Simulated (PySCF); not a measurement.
Simulated outer-valence photoelectron spectrum of `P[SiH2]Cl`. Method used: EOM-IP-CCSD/aug-cc-pVDZ in PySCF, restricted Hartree–Fock reference, 15 core orbitals frozen, non-relativistic, gas phase, PBE0-D3(BJ)/def2-SVP geometry.

Each root has a Gaussian of 0.6 eV full width with its one-hole share as area; cross sections and vibrations are left out, and the highest printed point is 100.

```csv
ionisation energy (eV),intensity
9.2,0
9.4,3
9.6,15
9.8,42
10.0,62
10.2,50
10.4,22
10.6,10
10.8,22
11.0,57
11.2,92
11.4,100
11.6,74
11.8,36
12.0,12
12.2,12
12.4,35
12.6,66
12.8,81
13.0,84
13.2,83
13.4,80
13.6,81
13.8,80
14.0,77
14.2,63
14.4,34
14.6,10
14.8,2
15.0,0
15.2,0
15.4,0
15.6,0
15.8,0
16.0,0
16.2,0
16.4,0
16.6,0
16.8,3
17.0,13
17.2,37
17.4,56
17.6,45
17.8,20
18.0,5
18.2,1
```

Where are the maxima, and how many lines lie under the curve?

5 maxima, at 10.0, 11.3, 13.1, 13.6 and 17.4 eV, from 8 lines. At this width some lines have no maximum of their own.

List the lines with their holes.

```csv
E (eV),leading hole (HF orbital),area,Koopmans (eV)
10.03,HOMO,0.95,10.43
11.18,HOMO-1,0.95,11.89
11.51,HOMO-2,0.95,12.35
12.68,HOMO-3,0.95,13.54
13.14,HOMO-4,0.94,13.98
13.63,HOMO-5,0.93,14.60
14.12,HOMO-6,0.94,14.98
17.43,HOMO-7,0.86,19.13
```

The widest gap, 3.31 eV, lies between 14.12 and 17.43 eV. Only orbitals with −ε under 21 eV, eight at most, were ionised, so the high end of the curve may lack lines.

Conformer computed: `[PH2:1][SiH2:2][Cl:3]`: H–P1–Si2–Cl3 -76°, H–P1–Si2–Cl3 -169°.

One conformer stands for the species.
